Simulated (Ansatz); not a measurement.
# CH3S: the cost of one run

Program: Ansatz 0.2.0, driven from Python. Level of theory: r2SCAN0/def2-SVP. These are calculated values, not measurements.

**1. The structure**

Bond lengths: C1–S2 1.793 Å, C1–H3 1.087 Å, C1–H4 1.087 Å, C1–H5 1.087 Å. Angles: S2–C1–H3 108.9°, S2–C1–H4 108.9°, S2–C1–H5 108.9°, H3–C1–H4 110.1°, H3–C1–H5 110.0°, H4–C1–H5 110.1°.

The script holds or builds the structure itself.

**2. The code**

File scan_ch3s.py:

```python
'''Stretching a bond of CH3S, the rest held rigid.'''

import warnings

import ansatz as az
from ase import Atoms
import numpy as np

warnings.simplefilter('ignore', az.DeckWarning)

atoms = Atoms(['C', 'S', 'H', 'H', 'H'], positions=[
    (-0.12711, 0.02928, 0.06891),
    (1.4175, -0.32645, -0.76926),
    (-0.25065, -0.67119, 0.89094),
    (-0.94487, -0.07882, -0.63956),
    (-0.09487, 1.04719, 0.44897),
])
system = az.Crystal.molecule_from_ase(atoms)

symbols = [site.symbol for site in system.cartesian_sites]
start = np.array([site.position_ang for site in system.cartesian_sites])
axis = (start[4] - start[0]) / np.linalg.norm(start[4] - start[0])
moving = [4]
lengths, energies = [0.957, 1.0, 1.044, 1.087, 1.131, 1.174, 1.217, 1.283], []
for length in lengths:
    xyz = start.copy()
    xyz[moving] += (length - np.linalg.norm(start[4] - start[0])) * axis
    point = az.Crystal.molecule()
    for symbol, xyz in zip(symbols, xyz):
        point = point.atom(symbol, xyz.tolist())
    model = (
        point.calculation()
        .basis(gaussian='def2-SVP')
        .functional('r2scan0')
        .spin('collinear', total=1)
    )
    data = model.run(threads=1, backend='cpu').report
    energies.append(data['free_energy_ev'])
    print(f'r = {length:6.3f} A  E = {energies[-1]:.5f} eV  <S^2> = {abs(data["mean_field"]["state"]["spin_squared"]):.3f}')

# quartic fit about the minimum
fit = np.polynomial.Polynomial.fit(lengths, np.array(energies) - min(energies), 4).convert()
roots = [r.real for r in fit.deriv().roots() if abs(r.imag) < 1e-9 and fit.deriv(2)(r.real) > 0]
r_e = min(roots, key=lambda r: abs(r - lengths[int(np.argmin(energies))]))
print(f'minimum of the fit at {r_e:.4f} A, force constant {fit.deriv(2)(r_e):.2f} eV/A^2')
```

**3. The calls as engine input**

The engine receives this input (first run):

```yaml
crystal:
  periodic: [false, false, false]
  atoms:
    - { symbol: C, position_ang: [-0.12711, 0.02928, 0.06891] }
    - { symbol: S, position_ang: [1.4175, -0.32645, -0.76926] }
    - { symbol: H, position_ang: [-0.25065, -0.67119, 0.89094] }
    - { symbol: H, position_ang: [-0.94487, -0.07882, -0.63956] }
    - { symbol: H, position_ang: [-0.09872643185611633, 0.9254312980564711, 0.4035086013884748] }
basis:
  gaussian:
    orbitals: def2-SVP
hamiltonian:
  xc: r2scan0
magnetization:
  spin_polarized: true
  initial_magnetization: 1.0
```

**4. Launch**

On the command line:

```sh
> python scan_ch3s.py
```

Q: Estimate wall time and peak memory on 1 thread of Arm Neoverse V2, shared host.

About 1.7 min, with a peak of 0.22 GiB.
